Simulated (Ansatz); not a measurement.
**Nudged elastic band run: BH6NO**

Input file:

```yaml
crystal:
  periodic: [false, false, false]
  atoms:
    - { symbol: B, position_ang: [0.130572, -0.70603, 0.148432] }
    - { symbol: "N", position_ang: [0.002297, -0.249487, 1.479515] }
    - { symbol: H, position_ang: [-0.869133, -0.155677, 1.984781] }
    - { symbol: H, position_ang: [0.810621, -0.013496, 2.035878] }
    - { symbol: H, position_ang: [1.221202, -0.79746, -0.333652] }
    - { symbol: O, position_ang: [-0.928451, -1.057643, -0.650854] }
    - { symbol: H, position_ang: [-1.786743, -0.958541, -0.21237] }
    - { symbol: H, position_ang: [-0.494424, 3.18803, 1.185177] }
    - { symbol: H, position_ang: [-0.347142, 2.459103, 1.156994] }
basis:
  gaussian: { orbitals: "6-31G*" }
hamiltonian:
  xc: b3lyp
  dispersion: d4
neb:
  order_check: false
  images: 2
  f_tol: 0.05
  max_iterations: 60
  climbing: false
  final_atoms:
    - { symbol: B, position_ang: [-0.28664308, 0.39089796, 0.02035215] }
    - { symbol: "N", position_ang: [-0.0032384, 0.41397466, 1.73153922] }
    - { symbol: H, position_ang: [-0.90426684, 0.53560844, 2.19525052] }
    - { symbol: H, position_ang: [0.3972876, -0.46345104, 2.06536281] }
    - { symbol: H, position_ang: [0.8193283, 0.14216166, -0.42548552] }
    - { symbol: O, position_ang: [-1.3057517, -0.5978268, -0.16313191] }
    - { symbol: H, position_ang: [-0.91879331, -1.42072042, -0.48542215] }
    - { symbol: H, position_ang: [-0.67083079, 1.52933033, -0.15641543] }
    - { symbol: H, position_ang: [0.61170722, 1.17882421, 2.01185131] }
  initial_path:
    images:
      - { positions_ang: [[0.130572, -0.70603, 0.148432], [0.002297, -0.249487, 1.479515], [-0.869133, -0.155677, 1.984781], [0.810621, -0.013496, 2.035878], [1.221202, -0.79746, -0.333652], [-0.928451, -1.057643, -0.650854], [-1.786743, -0.958541, -0.21237], [-0.494424, 3.18803, 1.185177], [-0.347142, 2.459103, 1.156994]] }
      - { positions_ang: [[0.06375044, -0.30271961, 0.07893461], [-0.03091065, 0.02361207, 1.7761927], [-0.92040234, -0.07782204, 2.2952754], [0.80858944, 0.33213759, 2.31034296], [1.12996917, -0.3852241, -0.44625127], [-1.08337989, -0.48751589, -0.68589655], [-1.71581794, -0.99571447, -0.33843181], [-0.27970466, 1.96349386, 0.60088959], [-0.23329456, 1.6385516, 1.20284537]] }
      - { positions_ang: [[-0.07532125, 0.06292304, 0.03624133], [-0.03275578, 0.24476595, 1.86020077], [-0.93211362, 0.15260644, 2.3654319], [0.67081164, 0.18215258, 2.32017123], [0.99601127, -0.07201688, -0.47686244], [-1.20914679, -0.33424382, -0.52332252], [-1.42650138, -1.14977428, -0.4294492], [-0.33850693, 1.41059397, 0.15369211], [0.08632185, 1.211792, 1.48779781]] }
      - { positions_ang: [[-0.28664308, 0.39089796, 0.02035215], [-0.0032384, 0.41397466, 1.73153922], [-0.90426684, 0.53560844, 2.19525052], [0.3972876, -0.46345104, 2.06536281], [0.8193283, 0.14216166, -0.42548552], [-1.3057517, -0.5978268, -0.16313191], [-0.91879331, -1.42072042, -0.48542215], [-0.67083079, 1.52933033, -0.15641543], [0.61170722, 1.17882421, 2.01185131]] }
```

Launched with:

```bash
$ ansatz run input.yaml --threads 1 --pin off --max-ram 2048MiB --backend cpu --events-out ev --progress --plain --runs-dir out
```

Output, in part (warnings, iteration lines):

```
NEB end point (image 0): max|allowed force component| = 1.635e-2 eV/Å (the criterion of neb.relax_end_points is 1.000e-2)
NEB end point (image 3): max|allowed force component| = 1.303e-2 eV/Å (the criterion of neb.relax_end_points is 1.000e-2)
NEB iter   1: max|band force component| = 1.133e1 eV/Å  barrier→ = 3.8474 eV  barrier← = 3.3770 eV  Δτ_max = 0.1993 Å  (91 SCF iters)
NEB iter   2: max|band force component| = 3.104e0 eV/Å  barrier→ = 1.3972 eV  barrier← = 0.9268 eV  Δτ_max = 0.2000 Å  (56 SCF iters)
NEB iter   3: max|band force component| = 1.162e1 eV/Å  barrier→ = 1.7031 eV  barrier← = 1.2327 eV  Δτ_max = 0.0970 Å  (53 SCF iters)
NEB iter   4: max|band force component| = 4.272e0 eV/Å  barrier→ = 0.8415 eV  barrier← = 0.3711 eV  Δτ_max = 0.1966 Å  (53 SCF iters)
NEB iter   5: max|band force component| = 1.595e0 eV/Å  barrier→ = 0.6299 eV  barrier← = 0.1595 eV  Δτ_max = 0.1766 Å  (52 SCF iters)
NEB iter   6: max|band force component| = 9.747e-1 eV/Å  barrier→ = 0.5510 eV  barrier← = 0.0806 eV  Δτ_max = 0.0847 Å  (51 SCF iters)
NEB iter   7: max|band force component| = 6.281e-1 eV/Å  barrier→ = 0.5529 eV  barrier← = 0.0825 eV  Δτ_max = 0.1945 Å  (48 SCF iters)
NEB iter   8: max|band force component| = 3.173e-1 eV/Å  barrier→ = 0.7233 eV  barrier← = 0.2529 eV  Δτ_max = 0.1978 Å  (51 SCF iters)
NEB iter   9: max|band force component| = 3.811e-1 eV/Å  barrier→ = 1.0773 eV  barrier← = 0.6069 eV  Δτ_max = 0.1004 Å  (53 SCF iters)
NEB iter  10: max|band force component| = 4.696e-1 eV/Å  barrier→ = 1.2893 eV  barrier← = 0.8189 eV  Δτ_max = 0.0499 Å  (52 SCF iters)
NEB iter  11: max|band force component| = 4.271e-1 eV/Å  barrier→ = 1.3386 eV  barrier← = 0.8682 eV  Δτ_max = 0.0498 Å  (47 SCF iters)
NEB iter  12: max|band force component| = 5.199e-1 eV/Å  barrier→ = 1.4061 eV  barrier← = 0.9357 eV  Δτ_max = 0.0501 Å  (46 SCF iters)
NEB iter  13: max|band force component| = 6.793e-1 eV/Å  barrier→ = 1.4817 eV  barrier← = 1.0113 eV  Δτ_max = 0.0501 Å  (45 SCF iters)
NEB iter  14: max|band force component| = 7.911e-1 eV/Å  barrier→ = 1.5551 eV  barrier← = 1.0847 eV  Δτ_max = 0.0501 Å  (46 SCF iters)
NEB iter  15: max|band force component| = 8.684e-1 eV/Å  barrier→ = 1.6205 eV  barrier← = 1.1501 eV  Δτ_max = 0.1005 Å  (46 SCF iters)
NEB iter  16: max|band force component| = 8.493e-1 eV/Å  barrier→ = 1.5891 eV  barrier← = 1.1187 eV  Δτ_max = 0.1018 Å  (51 SCF iters)
NEB iter  17: max|band force component| = 7.482e-1 eV/Å  barrier→ = 1.5318 eV  barrier← = 1.0614 eV  Δτ_max = 0.1948 Å  (52 SCF iters)
NEB iter  18: max|band force component| = 1.043e0 eV/Å  barrier→ = 1.2088 eV  barrier← = 0.7384 eV  Δτ_max = 0.0997 Å  (57 SCF iters)
NEB iter  19: max|band force component| = 8.033e-1 eV/Å  barrier→ = 1.1234 eV  barrier← = 0.6530 eV  Δτ_max = 0.1007 Å  (45 SCF iters)
NEB iter  20: max|band force component| = 4.014e-1 eV/Å  barrier→ = 1.3296 eV  barrier← = 0.8592 eV  Δτ_max = 0.0992 Å  (50 SCF iters)
NEB iter  21: max|band force component| = 4.369e-1 eV/Å  barrier→ = 1.5582 eV  barrier← = 1.0878 eV  Δτ_max = 0.0498 Å  (52 SCF iters)
NEB iter  22: max|band force component| = 4.535e-1 eV/Å  barrier→ = 1.6235 eV  barrier← = 1.1531 eV  Δτ_max = 0.0498 Å  (46 SCF iters)
NEB iter  23: max|band force component| = 4.279e-1 eV/Å  barrier→ = 1.6682 eV  barrier← = 1.1978 eV  Δτ_max = 0.0991 Å  (45 SCF iters)
NEB iter  24: max|band force component| = 3.886e-1 eV/Å  barrier→ = 1.8361 eV  barrier← = 1.3657 eV  Δτ_max = 0.0983 Å  (53 SCF iters)
NEB iter  25: max|band force component| = 5.718e-1 eV/Å  barrier→ = 2.0267 eV  barrier← = 1.5563 eV  Δτ_max = 0.0499 Å  (48 SCF iters)
NEB iter  26: max|band force component| = 5.937e-1 eV/Å  barrier→ = 2.1449 eV  barrier← = 1.6745 eV  Δτ_max = 0.0500 Å  (45 SCF iters)
NEB iter  27: max|band force component| = 4.868e-1 eV/Å  barrier→ = 2.2492 eV  barrier← = 1.7788 eV  Δτ_max = 0.0496 Å  (46 SCF iters)
NEB iter  28: max|band force component| = 3.760e-1 eV/Å  barrier→ = 2.3458 eV  barrier← = 1.8754 eV  Δτ_max = 0.0496 Å  (45 SCF iters)
NEB iter  29: max|band force component| = 4.219e-1 eV/Å  barrier→ = 2.4534 eV  barrier← = 1.9830 eV  Δτ_max = 0.0248 Å  (46 SCF iters)
NEB iter  30: max|band force component| = 2.752e-1 eV/Å  barrier→ = 2.5031 eV  barrier← = 2.0327 eV  Δτ_max = 0.0496 Å  (47 SCF iters)
NEB iter  31: max|band force component| = 3.429e-1 eV/Å  barrier→ = 2.6503 eV  barrier← = 2.1799 eV  Δτ_max = 0.0991 Å  (46 SCF iters)
NEB iter  32: max|band force component| = 4.311e-1 eV/Å  barrier→ = 2.8823 eV  barrier← = 2.4119 eV  Δτ_max = 0.0992 Å  (50 SCF iters)
NEB iter  33: max|band force component| = 5.083e-1 eV/Å  barrier→ = 3.0404 eV  barrier← = 2.5700 eV  Δτ_max = 0.0992 Å  (49 SCF iters)
NEB iter  34: max|band force component| = 5.862e-1 eV/Å  barrier→ = 3.1790 eV  barrier← = 2.7086 eV  Δτ_max = 0.0991 Å  (51 SCF iters)
NEB iter  35: max|band force component| = 6.593e-1 eV/Å  barrier→ = 3.2674 eV  barrier← = 2.7970 eV  Δτ_max = 0.1970 Å  (48 SCF iters)
NEB iter  36: max|band force component| = 7.850e-1 eV/Å  barrier→ = 3.3171 eV  barrier← = 2.8467 eV  Δτ_max = 0.1958 Å  (53 SCF iters)
NEB iter  37: max|band force component| = 9.379e-1 eV/Å  barrier→ = 3.2228 eV  barrier← = 2.7524 eV  Δτ_max = 0.0970 Å  (52 SCF iters)
NEB iter  38: max|band force component| = 1.136e0 eV/Å  barrier→ = 3.1914 eV  barrier← = 2.7210 eV  Δτ_max = 0.0497 Å  (50 SCF iters)
NEB iter  39: max|band force component| = 1.128e0 eV/Å  barrier→ = 3.0964 eV  barrier← = 2.6260 eV  Δτ_max = 0.0497 Å  (46 SCF iters)
NEB iter  40: max|band force component| = 1.159e0 eV/Å  barrier→ = 3.0283 eV  barrier← = 2.5579 eV  Δτ_max = 0.0499 Å  (47 SCF iters)
NEB iter  41: max|band force component| = 1.307e0 eV/Å  barrier→ = 2.8978 eV  barrier← = 2.4274 eV  Δτ_max = 0.0496 Å  (50 SCF iters)
NEB iter  42: max|band force component| = 1.239e0 eV/Å  barrier→ = 2.6745 eV  barrier← = 2.2041 eV  Δτ_max = 0.0500 Å  (49 SCF iters)
NEB iter  43: max|band force component| = 1.265e0 eV/Å  barrier→ = 2.4654 eV  barrier← = 1.9950 eV  Δτ_max = 0.1004 Å  (49 SCF iters)
NEB iter  44: max|band force component| = 1.544e0 eV/Å  barrier→ = 2.1539 eV  barrier← = 1.6835 eV  Δτ_max = 0.0496 Å  (51 SCF iters)
NEB iter  45: max|band force component| = 1.698e0 eV/Å  barrier→ = 1.9317 eV  barrier← = 1.4613 eV  Δτ_max = 0.0492 Å  (45 SCF iters)
NEB iter  46: max|band force component| = 1.519e0 eV/Å  barrier→ = 1.7254 eV  barrier← = 1.2550 eV  Δτ_max = 0.0992 Å  (46 SCF iters)
NEB iter  47: max|band force component| = 1.204e0 eV/Å  barrier→ = 1.4300 eV  barrier← = 0.9596 eV  Δτ_max = 0.1979 Å  (50 SCF iters)
NEB iter  48: max|band force component| = 9.770e-1 eV/Å  barrier→ = 1.2440 eV  barrier← = 0.7736 eV  Δτ_max = 0.2000 Å  (51 SCF iters)
NEB iter  49: max|band force component| = 7.769e-1 eV/Å  barrier→ = 1.3325 eV  barrier← = 0.8621 eV  Δτ_max = 0.1992 Å  (51 SCF iters)
NEB iter  50: max|band force component| = 1.414e0 eV/Å  barrier→ = 1.4663 eV  barrier← = 0.9959 eV  Δτ_max = 0.0997 Å  (51 SCF iters)
NEB iter  51: max|band force component| = 9.429e-1 eV/Å  barrier→ = 1.5829 eV  barrier← = 1.1125 eV  Δτ_max = 0.0996 Å  (53 SCF iters)
NEB iter  52: max|band force component| = 1.137e0 eV/Å  barrier→ = 1.6463 eV  barrier← = 1.1759 eV  Δτ_max = 0.0497 Å  (51 SCF iters)
NEB iter  53: max|band force component| = 5.929e-1 eV/Å  barrier→ = 1.7117 eV  barrier← = 1.2413 eV  Δτ_max = 0.0998 Å  (48 SCF iters)
NEB iter  54: max|band force component| = 6.176e-1 eV/Å  barrier→ = 1.8837 eV  barrier← = 1.4133 eV  Δτ_max = 0.0997 Å  (52 SCF iters)
NEB iter  55: max|band force component| = 5.557e-1 eV/Å  barrier→ = 2.0425 eV  barrier← = 1.5721 eV  Δτ_max = 0.0981 Å  (53 SCF iters)
NEB iter  56: max|band force component| = 5.935e-1 eV/Å  barrier→ = 2.2662 eV  barrier← = 1.7958 eV  Δτ_max = 0.0996 Å  (49 SCF iters)
NEB iter  57: max|band force component| = 5.452e-1 eV/Å  barrier→ = 2.4909 eV  barrier← = 2.0205 eV  Δτ_max = 0.0992 Å  (51 SCF iters)
NEB iter  58: max|band force component| = 5.951e-1 eV/Å  barrier→ = 2.7641 eV  barrier← = 2.2937 eV  Δτ_max = 0.1015 Å  (50 SCF iters)
NEB iter  59: max|band force component| = 6.575e-1 eV/Å  barrier→ = 2.9526 eV  barrier← = 2.4822 eV  Δτ_max = 0.0507 Å  (51 SCF iters)
NEB iter  60: max|band force component| = 7.294e-1 eV/Å  barrier→ = 2.9388 eV  barrier← = 2.4684 eV  Δτ_max = 0.0251 Å  (46 SCF iters)
Error: NEB band did not converge after 60 iterations: max|band force component| = 7.29e-1 eV/Å (threshold 5.0e-2); raise `neb.max_iterations` in a new run, which can start from the last band evaluated (`neb.initial_path`, with `crystal.atoms` and `neb.final_atoms` set to its first and last images), …
```

It did not converge within its limit. The band didn't meet its force threshold, so its energies are provisional: the largest band force was still 0.73 eV/Å, and over the last iterations the top moved between 2.76 and 2.95 eV. Neighbouring images lie up to 3.5 Å apart, so the band is torn or far too coarse. So few images can step over the top or miss a turn of the path. The orbitals stay closed-shell, which can raise the energy where a bond breaks towards radicals; this wasn't checked here.

Final band (atoms are numbered from 1 in the order of the input):

```tsv
image	path coordinate (Å)	energy (kcal/mol)	H8–H9 (Å)	B1–H8 (Å)	N2–H9 (Å)
0	0.00	0.0	0.74	4.08	2.75
1	3.46	67.8	1.21	1.67	1.19
2	6.89	23.3	4.51	1.20	1.01
3	10.20	10.8	2.54	1.21	1.02
```

The run took 81 s on 1 thread of AMD EPYC 9R45 96-Core Processor (Zen 5) (shared host), peak memory 0.13 GiB.
